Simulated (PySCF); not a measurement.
The dipole of `C#CSCC` from its density and from atomic charges.

Coordinates (PBE0-D3(BJ)/def2-TZVP, Å) and charges (e) from the PBE0/pcSseg-2 density (PySCF):

```
atom       x       y       z  Mulliken      IAO  Hirshfeld  ESP-fitted
  C1   2.682   0.140   0.312   -0.0323  -0.2570    -0.1184     -0.4527
  C2   1.750  -0.353  -0.274   -0.1248  -0.2117    -0.0895     +0.1012
  S3   0.500  -1.055  -1.138   +0.0262  +0.2481    +0.0741     -0.1214
  C4  -0.899  -0.753  -0.016   -0.1020  -0.3373    -0.0712     -0.0586
  C5  -1.211   0.712   0.190   -0.0814  -0.4341    -0.1288     -0.1791
  H6   3.505   0.572   0.829   +0.0620  +0.2066    +0.0926     +0.3023
  H7  -1.727  -1.278  -0.500   +0.0479  +0.1628    +0.0534     +0.1287
  H8  -0.687  -1.261   0.926   +0.0733  +0.1608    +0.0505     +0.0739
  H9  -1.449   1.200  -0.756   +0.0401  +0.1524    +0.0445     +0.0652
 H10  -2.066   0.823   0.863   +0.0352  +0.1514    +0.0494     +0.0601
 H11  -0.359   1.228   0.636   +0.0558  +0.1581    +0.0434     +0.0804
```

Problem. What dipole does each set of charges give (1 e·Å = 4.803 D), and what does the density give?

Solution. The full density gives (-1.36, 0.46, 1.13) D, 1.82 D in size; dipole vectors point from the negative to the positive end.

```
    scheme     μx     μy     μz  size (D)  share of the full size (%)  angle to the full dipole (°)
  Mulliken  -0.81   0.28   0.53      1.01                          55                             6
       IAO  -1.75  -0.33  -0.13      1.79                          98                            50
 Hirshfeld  -0.97  -0.16   0.06      0.98                          54                            43
ESP-fitted  -1.39   0.42   1.18      1.87                         102                             2
```

Problem. Which set comes closest?

Solution. Length of the difference vector: ESP-fitted 0.07 D, Mulliken 0.83 D, Hirshfeld 1.29 D, IAO 1.54 D. Closest: ESP-fitted. ESP charges are fitted to the potential around the molecule, whose slowest-falling term is the dipole's. 

Problem. What is left for the Hirshfeld atoms' own dipoles?

Solution. The shares of the density sum to the whole, so what Σ q r misses lies in dipoles about the nuclei. The atomic dipoles sum to (-1.36, 0.46, 1.13) − (-0.97, -0.16, 0.06) = (-0.39, 0.62, 1.07) D, 1.29 D in size.

Problem. With the origin at the mean of the coordinates, (0.003, -0.002, 0.097) Å, which are the largest single terms, by size, of the IAO dipole along the direction of the full one?

Solution. C5 -2.38, C1 +2.25, H6 -2.00, S3 -1.67, C2 +1.65 D; all 11 atoms together +1.14 D. The single terms depend on the origin, their sum doesn't.

Problem. Give the size of the full dipole in other units.

Solution. 1.82 D = 0.718 au = 0.380 e·Å = 6.09 × 10⁻³⁰ C·m.

One conformer (not necessarily the lowest) at the PBE0-D3(BJ)/def2-TZVP geometry, without solvent, vibrations or thermal averaging.

The values belong to the conformer `[CH:1]#[C:2][S:3][CH2:4][CH3:5]`: C2–S3–C4–C5 64°.
